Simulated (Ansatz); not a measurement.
Species: OCl, charge 0, multiplicity 2. 
Coordinates optimised at B3LYP-D3(BJ)/def2-TZVP (Ansatz, a program for electronic structure):
SMILES: [O]Cl
```xyz
2

Cl     0.0000     0.0000    -0.5055
O      0.0000     0.0000     1.0742
```
Charge 0, spin multiplicity 2.

Basis-set convergence of Hartree-Fock and MP2 correlation energies (hartree) with Ansatz. Valence correlation only, unless marked. UHF or UKS for open shells. No spin-orbit coupling. Non-relativistic.

```tsv
basis	functions	E(HF)	E(corr, MP2)
def2-SVPD	50	-534.04777	-0.30177
def2-TZVPPD	91	-534.30233	-0.38622
def2-QZVPPD	145	-534.31808	-0.42133
```

Extrapolating the two largest sets (X = 3 and 4) as X^-3: E(corr) = (64·(-0.42133) - 27·(-0.38622))/37 = -0.4470 Eh, an estimate of the basis-set limit. The largest set recovers 94.3 % of it, the smallest 67.5 %.
